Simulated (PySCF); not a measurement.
Molecule: `CCC(C)(C)C`, C₆H₁₄.

Molfile (atoms numbered from 1):
```
C6H14
     RDKit          3D

 20 19  0  0  0  0  0  0  0  0999 V2000
    2.0739   -0.6063    0.1119 C   0  0  0  0  0  0  0  0  0  0  0  0
    0.9870    0.1062   -0.6787 C   0  0  0  0  0  0  0  0  0  0  0  0
   -0.4202    0.1377   -0.0503 C   0  0  0  0  0  0  0  0  0  0  0  0
   -1.3471    0.8962   -1.0033 C   0  0  0  0  0  0  0  0  0  0  0  0
   -0.9583   -1.2824    0.1416 C   0  0  0  0  0  0  0  0  0  0  0  0
   -0.3943    0.8618    1.2981 C   0  0  0  0  0  0  0  0  0  0  0  0
    2.2312   -0.1501    1.1013 H   0  0  0  0  0  0  0  0  0  0  0  0
    1.8405   -1.6704    0.2696 H   0  0  0  0  0  0  0  0  0  0  0  0
    3.0349   -0.5607   -0.4225 H   0  0  0  0  0  0  0  0  0  0  0  0
    1.3003    1.1493   -0.8629 H   0  0  0  0  0  0  0  0  0  0  0  0
    0.9028   -0.3594   -1.6769 H   0  0  0  0  0  0  0  0  0  0  0  0
   -0.9978    1.9297   -1.1582 H   0  0  0  0  0  0  0  0  0  0  0  0
   -2.3733    0.9443   -0.6054 H   0  0  0  0  0  0  0  0  0  0  0  0
   -1.3912    0.4057   -1.9889 H   0  0  0  0  0  0  0  0  0  0  0  0
   -0.9637   -1.8369   -0.8108 H   0  0  0  0  0  0  0  0  0  0  0  0
   -0.3554   -1.8554    0.8625 H   0  0  0  0  0  0  0  0  0  0  0  0
   -1.9920   -1.2602    0.5219 H   0  0  0  0  0  0  0  0  0  0  0  0
    0.2216    0.3287    2.0383 H   0  0  0  0  0  0  0  0  0  0  0  0
    0.0100    1.8817    1.1933 H   0  0  0  0  0  0  0  0  0  0  0  0
   -1.4103    0.9457    1.7156 H   0  0  0  0  0  0  0  0  0  0  0  0
  1  2  1  0
  2  3  1  0
  3  4  1  0
  3  5  1  0
  3  6  1  0
  1  7  1  0
  1  8  1  0
  1  9  1  0
  2 10  1  0
  2 11  1  0
  4 12  1  0
  4 13  1  0
  4 14  1  0
  5 15  1  0
  5 16  1  0
  5 17  1  0
  6 18  1  0
  6 19  1  0
  6 20  1  0
M  END
```

Geometry PBE0-D3(BJ)/def2-SVP throughout; GIAO in PySCF 2.14, gas phase, one conformer, non-relativistic; equivalent atoms averaged; basis pcSseg-1.

For orientation, CAM-B3LYP gives these absolute shieldings σ: C2 142.9, C4/C5/C6 151.8, C3 152.0, C1 172.2, H7/H8/H9 30.39, H10/H11 30.25, H12/H13/H14/H15/H16/H17/H18/H19/H20 30.44 ppm.

A run gave: C2 138.5, C4/C5/C6 148.6, C3 146.5, C1 168.8, H7/H8/H9 30.31, H10/H11 30.08, H12/H13/H14/H15/H16/H17/H18/H19/H20 30.34 ppm (absolute shieldings σ).

Which functional was used in that run?
A. BP86
B. KT2
C. HF
D. PBE0

## Answers

A. C4/C5/C6 tells them apart best: BP86 gives 148.6, HF gives 162.4, PBE0 gives 154.1, KT2 gives 153.1 ppm.
